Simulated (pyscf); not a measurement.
PySCF, gas phase, ωB97X-D3(BJ)/def2-SVP geometries.

For F–GeH(F)–F + amino radical (NH₂•) -> F–Ge•(F)–F + ammonia (NH₃), a hydrogen abstraction (doublet surface; Ge–H broken, H–N formed), PBE/def2-TZVP gives ΔE‡ = -0.27 eV and ΔE = -1.26 eV (zero: the separated reactants). In which direction and how far do B3LYP-D3(BJ)/def2-TZVP, PBE0-D3(BJ)/def2-TZVP, ωB97M-D3(BJ)/def2-TZVP move these?

B3LYP-D3(BJ): ΔE‡ = -0.10 eV, ΔE = -1.04 eV; PBE0-D3(BJ): ΔE‡ = -0.09 eV, ΔE = -1.05 eV; ωB97M-D3(BJ): ΔE‡ = 0.04 eV, ΔE = -1.08 eV. PBE's barrier lies under all of them, by 0.17 to 0.31 eV. Its reaction energy lies under all of them, by 0.18 to 0.21 eV. On the reactant side the descent ends in a bound adduct, 0.37 eV under the separated species and 0.40 eV under the saddle at ωB97X-D3(BJ)/def2-TZVP. On the product side the descent ends in an adduct with a Ge–N contact (not fully relaxed), 0.78 eV under the separated species and 1.75 eV under the saddle at ωB97X-D3(BJ)/def2-TZVP. At PBE, B3LYP-D3(BJ), PBE0-D3(BJ) the saddle lies under the separated reactants, which points to a path from their complex (located at ωB97X-D3(BJ) alone). One saddle was located; it need not be the lowest between these sides. The angle at the transferred H is 150°. Elements up to Kr have no core potential and no relativistic terms here.
